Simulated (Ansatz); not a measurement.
# Al2H2 (singlet): from Hartree-Fock to the top rungs, 6-31G

Aim: climb from Hartree-Fock through coupled cluster and multireference methods for Al2H2 (singlet) at one geometry and basis, and see what each rung misses.

Method: 6-31G, core rule «outside noble gas», up to 10 orbitals frozen; program: Ansatz 0.2.0, Gaussian basis.

To be run: UHF; CCSD(T) on RHF; CCSD(T) on UHF; BCCD(T) on RHF; CISD; CCSDT(Q) on RHF; CCSDT(Q) on UHF; CISDTQ; CCSDTQ on RHF; CASSCF and MRCISD+Q, 8 electrons in 10 orbitals; CASSCF and MRCISD+Q(relaxed), 8 electrons in 10 orbitals; CASSCF and NEVPT2, 8 electrons in 10 orbitals; Full CI.

9 further runs of the same task are left out: 2 that didn't finish, 7 set aside as unsound or not needed.

### Step 1. The geometry

The geometry is a PBE0/def2-TZVP stationary point (not a proven minimum).

4 atoms, charge 0, spin multiplicity 1.

Atoms are counted from 1 here; the program's logs count them from 0.

Bond lengths: Al1–Al2 2.634 Å, Al1–H3 1.617 Å, Al1–H4 1.823 Å, Al2–H4 1.894 Å. Angles: Al2–Al1–H3 148.7°, Al2–Al1–H4 46.0°, H3–Al1–H4 102.7°, Al1–Al2–H4 43.8°, Al1–H4–Al2 90.2°.

### Step 2. UHF

Contents of in.yaml:

```yaml
crystal:
  periodic: [false, false, false]
  atoms:
    - {symbol: Al, position_ang: [0.000000, 0.092491, 1.264725]}
    - {symbol: Al, position_ang: [0.000000, -0.019298, -1.366900]}
    - {symbol: H, position_ang: [0.000000, -0.688202, 2.680370]}
    - {symbol: H, position_ang: [0.000000, -1.271083, 0.054761]}
basis:
  gaussian: {orbitals: 6-31G}
magnetization: {spin_polarized: true, initial_magnetization: 0}
hamiltonian: {xc: hf}
output: {orbitals: {seedname: orbitals}}
```

The run is started by

```sh
$ ansatz run in.yaml --threads 1 --pin off --events-out ev --progress --plain --max-ram 2393MiB
```

The runs that follow: CCSD(T) on RHF; CCSD(T) on UHF; BCCD(T) on RHF; CISD; CCSDT(Q) on RHF; CCSDT(Q) on UHF; CISDTQ; CCSDTQ on RHF; CASSCF and MRCISD+Q, 8 electrons in 10 orbitals; CASSCF and MRCISD+Q(relaxed), 8 electrons in 10 orbitals; CASSCF and NEVPT2, 8 electrons in 10 orbitals; Full CI.

Q: Predict the results of all the runs planned. Wanted: FCI below the RHF energy; RMP2 from FCI; RCCSD from FCI; RCCSD(T) from FCI; RCCSDT(Q) from FCI; NEVPT2 valence from FCI; MRCISD+Q valence from FCI; MRCISD+Q(relaxed) valence from FCI; T1 diagnostic.

As calculated:

```
                          quantity                                                                                                               value
          FCI below the RHF energy                                                                                                          -2.7434 eV
                     RMP2 from FCI                                                                                                          +906.1 meV
                    RCCSD from FCI                                                                                                           +94.4 meV
                 RCCSD(T) from FCI                                                                                                           +30.3 meV
                RCCSDT(Q) from FCI                                                                                                            +1.9 meV
           NEVPT2 valence from FCI                                                                                                          +175.8 meV
         MRCISD+Q valence from FCI                                                                                                           +11.2 meV
MRCISD+Q(relaxed) valence from FCI                                                                                                            -2.5 meV
 levels within 1 kcal/mol (43 meV)  RCCSD(T), BCCD(T), RCCSDT, CISDTQ, RCCSDT(Q), RCCSDTQ, MRCISD valence, MRCISD+Q valence, MRCISD+Q(relaxed) valence
                     T1 diagnostic                                                                                                               0.019
    effectively unpaired electrons                                                                                                                0.14
```

In words: RCCSD(T) lands +30.3 meV from the yardstick (1.1 % of the correlation energy). MRCISD+Q(relaxed) valence falls below full CI: the +Q correction isn't variational, and the cores differ from full CI's. One determinant dominates. Of the multireference levels listed MRCISD+Q(relaxed) valence comes nearest in total energy (-2.5 meV), which doesn't show that its space is the better one. These misses are within one basis, not against nature.
